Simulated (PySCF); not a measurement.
**Calculated properties of `CN=[PH3]`**

Species: CH₆NP.
Structure used (GFN2-xTB), in Å, numbered top down from 1:
```
atom  x, y, z in Å
C1    -1.398   -0.237   -0.038
N2    -0.193    0.304   -0.622
P3     1.239    0.249   -0.041
H4    -1.357   -1.322    0.090
H5    -2.208   -0.007   -0.732
H6    -1.639    0.212    0.930
H7     1.937   -0.956    0.168
H8     2.034    0.899   -0.952
H9     1.599    0.864    1.172
```

From GFN2-xTB geometry:

- Point group of the GFN2-xTB geometry: Cs
- Rotational constants A, B, C of the GFN2-xTB geometry: 40.567, 5.513, 5.238 GHz

From CAM-B3LYP/def2-SVPD ground state and vertical TDDFT (core frozen in the response) (PySCF):

* Dipole moment: 2.61 D
* HOMO energy: -7.57 eV
* LUMO energy: 1.09 eV
* HOMO–LUMO gap: 8.66 eV
* Lowest singlet excitation: 4.96 eV (250 nm, f = 0.004)
* Strongest line among the 8 lowest singlet transitions: S7 at 7.12 eV (174 nm, f = 0.070)
* Lowest triplet excitation (Tamm–Dancoff): 4.63 eV
* Static isotropic polarisability: 48.3 au
* Electronic spatial extent ⟨r²⟩ about the centre of nuclear charge: 289 bohr²

delta-SCF UKS SCAN, pcX-2 on the ionised atom, pcseg-1 elsewhere, spin-free X2C; 2p3/2 from a spin–orbit splitting computed afterwards within the 2p shell (PySCF):

- Core binding energies: P2p3/2 138.1 (P3), C1s 291.1 (C1), N1s 403.0 (N2), P1s 2151.9 (P3) eV

Monoisotopic mass from the formula: 63.0238 u.

The vertical singlet–triplet gap S1 − T1 is 0.33 eV (TDDFT singlet less Tamm–Dancoff triplet; S1: HOMO→LUMO, weight 0.60, beside HOMO→LUMO+1, weight 0.36; T1: HOMO→LUMO+1, weight 0.53, beside HOMO→LUMO, weight 0.41). S1 lies 3.70 eV below the HOMO–LUMO gap; its leading configuration is HOMO→LUMO, weight 0.60, beside HOMO→LUMO+1, weight 0.36. In wavenumbers S1 is 40000 cm⁻¹ (1 eV = 8065.54 cm⁻¹). With B = h/(8π²I), that is 505.379 GHz u Å² over I, the principal moments of inertia are 12.5, 91.7 and 96.5 u Å² (most abundant isotopes). The largest Löwdin shares of the HOMO are 0.55 on N2, 0.18 on P3, 0.11 on C1 and 0.04 on H7. The principal polarisabilities are 41.6, 42.3 and 60.9 au; their mean is the isotropic value.

Isolated species at its GFN2-xTB geometry, gas phase.

For the TDDFT job (CAM-B3LYP/def2-SVPD), on one thread, Arm Neoverse V2 (shared host), this took 6.2 s of wall time.
